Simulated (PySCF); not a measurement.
Process, species as SMILES: N (NH3) + H+ → [NH4+]
B3LYP-D3(BJ)/def2-TZVP geometries, fixed; electronic energies without zero-point terms; positive where energy is released.
Largest species:
```xyz
5

N      0.0000     0.0000     0.0000
H      0.0143     0.9619    -0.3540
H      0.8334    -0.4977    -0.3293
H     -0.8403    -0.4774    -0.3416
H     -0.0074     0.0132     1.0249
```
Charge +1, spin multiplicity 1.

Effect of the SCF energy threshold at wB97M-V/aug-cc-pVTZ with PySCF, against the last row, where the proton affinity is 209.20 kcal/mol.

```json
[
 {"setting": "conv_tol: 1e-4", "SCF cycles, largest species": "5", "largest shift of a total energy (mEh)": "0.000", "shift of the proton affinity (kcal/mol)": "0.000"},
 {"setting": "conv_tol: 1e-5", "SCF cycles, largest species": "5", "largest shift of a total energy (mEh)": "0.000", "shift of the proton affinity (kcal/mol)": "0.000"},
 {"setting": "conv_tol: 1e-6", "SCF cycles, largest species": "6", "largest shift of a total energy (mEh)": "0.000", "shift of the proton affinity (kcal/mol)": "0.000"},
 {"setting": "conv_tol: 1e-7", "SCF cycles, largest species": "6", "largest shift of a total energy (mEh)": "0.000", "shift of the proton affinity (kcal/mol)": "0.000"},
 {"setting": "conv_tol: 1e-11", "SCF cycles, largest species": "8", "largest shift of a total energy (mEh)": "0.000", "shift of the proton affinity (kcal/mol)": "0.000"}
]
```

Within 0.02 kcal/mol in the proton affinity: conv_tol: 1e-4; conv_tol: 1e-5; conv_tol: 1e-6; conv_tol: 1e-7. The largest shift is 0.000 mEh in a total energy and 0.000 kcal/mol in the difference.
